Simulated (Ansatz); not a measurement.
**H2Cl (doublet): the correlation ladder at distance Cl1–H2 along a hydrogen transfer = 1.279 Å, cc-pVDZ**

Aim: climb from Hartree-Fock through coupled cluster and multireference methods for H2Cl (doublet) at one geometry and basis, and see what each rung misses.

Program: Ansatz 0.2.0, Gaussian basis. Level of theory: cc-pVDZ, core rule «outside noble gas», up to 5 orbitals frozen. These are calculated values, not measurements.

To be run: UHF; CCSD(T) on ROHF; CCSD(T) on UHF; BCCD(T) on ROHF; CISD; CCSDT(Q) on ROHF; CCSDT(Q) on UHF; CISDTQ; CCSDTQ on ROHF; CCSDTQ on UHF; CASSCF and MRCISD+Q, 3 electrons in 3 orbitals; CASSCF and NEVPT2, 3 electrons in 3 orbitals; CASSCF and MRCISD+Q, 9 electrons in 6 orbitals; CASSCF and NEVPT2, 9 electrons in 6 orbitals; Full CI.

### 1 The system

The geometry derives from fragments relaxed apart (PBE0/def2-TZVP) and kept rigid, so it is no stationary point. A hydrogen atom is moved between rigid fragments.

3 atoms, charge 0, spin multiplicity 2.

Atoms are counted from 1 here; the program's logs count them from 0.

Bond lengths: Cl1–H2 1.279 Å.

### 2 UHF

Input file in.yaml:

```yaml
crystal:
  periodic: [false, false, false]
  atoms:
    - {symbol: Cl, position_ang: [0.000000, 0.000000, -1.197600]}
    - {symbol: H, position_ang: [0.000000, 0.000000, 0.081200]}
    - {symbol: H, position_ang: [0.000000, 0.000000, 1.116400]}
basis:
  gaussian: {orbitals: cc-pVDZ}
magnetization: {spin_polarized: true, initial_magnetization: 1}
hamiltonian: {xc: hf}
output: {orbitals: {seedname: orbitals}}
```

Launch:

```
> ansatz run in.yaml --threads 1 --pin off --events-out ev --progress --plain --max-ram 4096MiB --backend cpu
```

The runs that follow: CCSD(T) on ROHF; CCSD(T) on UHF; BCCD(T) on ROHF; CISD; CCSDT(Q) on ROHF; CCSDT(Q) on UHF; CISDTQ; CCSDTQ on ROHF; CCSDTQ on UHF; CASSCF and MRCISD+Q, 3 electrons in 3 orbitals; CASSCF and NEVPT2, 3 electrons in 3 orbitals; CASSCF and MRCISD+Q, 9 electrons in 6 orbitals; CASSCF and NEVPT2, 9 electrons in 6 orbitals; Full CI.

Before running them: what should the planned runs give, taken together? Wanted: FCI below the RHF energy; RMP2 from FCI; UMP2 from FCI; RCCSD from FCI; RCCSD(T) from FCI; UCCSD(T) from FCI; RCCSDT(Q) from FCI; UCCSDT(Q) from FCI; NEVPT2 pair from FCI.

**Answer**, as computed:

| quantity | value |
| --- | --- |
| FCI below the RHF energy | -4.8717 eV |
| RMP2 from FCI | +13.77 kcal/mol |
| UMP2 from FCI | +13.70 kcal/mol |
| RCCSD from FCI | +2.19 kcal/mol |
| RCCSD(T) from FCI | +0.39 kcal/mol |
| UCCSD(T) from FCI | +0.38 kcal/mol |
| RCCSDT(Q) from FCI | +0.02 kcal/mol |
| UCCSDT(Q) from FCI | +0.01 kcal/mol |
| NEVPT2 pair from FCI | +12.83 kcal/mol |
| NEVPT2 valence from FCI | +21.06 kcal/mol |
| MRCISD+Q valence from FCI | +0.16 kcal/mol |
| levels within 1 kcal/mol (43 meV) | RCCSD(T), UCCSD(T), BCCD(T), RCCSDT, UCCSDT, CISDTQ, RCCSDT(Q), UCCSDT(Q), RCCSDTQ, UCCSDTQ, MRCISD+Q valence |
| T1 diagnostic | 0.021 |
| effectively unpaired electrons | 1.03 |

**Reading.** RCCSD(T) lands +0.39 kcal/mol from the yardstick (0.3 % of the correlation energy). One determinant dominates. Of the multireference levels listed MRCISD+Q valence comes nearest in total energy (+0.16 kcal/mol), which doesn't show that its space is the better one. These misses are within one basis, not against nature; the frozen cores of restricted and unrestricted runs differ, which can shift their rows.
